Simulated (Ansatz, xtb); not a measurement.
**BH5OSi: which of two isomers lies lower**

Structure I: `OB[SiH3]`, a singlet. Structure II: `BO[SiH3]`, a singlet. Both are isolated molecules in the gas phase, relaxed with B3LYP-D4/def2-TZVP; the shapes shown needn't be the lowest conformers.

I (Å):

```
atom    x (Å)    y (Å)    z (Å)
   B  -0.0339  -0.3168  -1.2577
   O  -0.9030  -1.2086  -1.7898
  Si   0.0350  -0.0781   0.7547
   H   1.4083  -0.3687   1.2469
   H  -0.2595   1.3381   1.1014
   H  -0.9185  -0.9473   1.4879
   H   0.6786   0.3144  -1.9914
   H  -0.8755  -1.2638  -2.7525
```

II (Å):

```xyz
8

B    -0.1556    0.3440   -1.0447
O     0.1420   -0.0345    0.2151
Si    0.7303    0.7507    1.5554
H    -0.5741   -0.4832   -1.7981
H     0.0020    1.4844   -1.3818
H     0.9640    2.1809    1.2507
H    -0.2671    0.6127    2.6363
H     1.9955    0.0960    1.9460
```

Quicker runs give these differences E(II) − E(I): GFN2-xTB −210.2 kJ/mol; HF/STO-3G −68.8 kJ/mol (at GFN2-xTB geometries); r2SCAN-D4/def2-SVP −71.4 kJ/mol (at GFN2-xTB geometries).

Problem. Estimate E(II) − E(I) at the level CCSD(T)/def2-TZVP.

Solution. Calculated at CCSD(T)/def2-TZVP: E(II) − E(I) = −108.4 kJ/mol, so structure II lies lower.

Level by level:

```json
{"level": "GFN2-xTB", "geometry": "GFN2-xTB", "E(II) − E(I) (kJ/mol)": "−210.2", "departure from the last row (kJ/mol)": "−101.8", "job, with rough time for the two": "optimisation, 0.17 s"}
{"level": "HF/STO-3G", "geometry": "GFN2-xTB", "E(II) − E(I) (kJ/mol)": "−68.8", "departure from the last row (kJ/mol)": "+39.7", "job, with rough time for the two": "single point, 0.16 s"}
{"level": "r2SCAN-D4/def2-SVP", "geometry": "GFN2-xTB", "E(II) − E(I) (kJ/mol)": "−71.4", "departure from the last row (kJ/mol)": "+37.0", "job, with rough time for the two": "single point, 1.9 s"}
{"level": "B3LYP-D4/def2-TZVP", "geometry": "B3LYP-D4/def2-TZVP", "E(II) − E(I) (kJ/mol)": "−107.1", "departure from the last row (kJ/mol)": "+1.3", "job, with rough time for the two": "optimisation, 30 s"}
{"level": "HF/def2-TZVP", "geometry": "B3LYP-D4/def2-TZVP", "E(II) − E(I) (kJ/mol)": "−132.3", "departure from the last row (kJ/mol)": "−23.9", "job, with rough time for the two": "part of the CCSD(T) run"}
{"level": "MP2/def2-TZVP", "geometry": "B3LYP-D4/def2-TZVP", "E(II) − E(I) (kJ/mol)": "−117.0", "departure from the last row (kJ/mol)": "−8.6", "job, with rough time for the two": "part of the CCSD(T) run"}
{"level": "CCSD(T)/def2-TZVP", "geometry": "B3LYP-D4/def2-TZVP", "E(II) − E(I) (kJ/mol)": "−108.4", "departure from the last row (kJ/mol)": "", "job, with rough time for the two": "single point, 16 s"}
```

As drawn, II has 1 O–Si, 1 B–H in place of 1 B–Si, 1 O–H.

None of the levels shown reverses the order. The largest departure from CCSD(T)/def2-TZVP is that of GFN2-xTB, 101.8 kJ/mol.

With harmonic frequencies from B3LYP-D4/def2-TZVP (ideal gas, rigid rotor, one conformer each, 298.15 K, 1 atm): on the last row, ΔE + ΔZPE = −110.9, ΔH = −111.1, ΔG = −110.0 kJ/mol.

The correlated steps freeze 7 core orbitals. Run with Ansatz 0.2.0, xtb 6.7.1; the last row on 2 threads of Arm Neoverse V2 on a shared host.
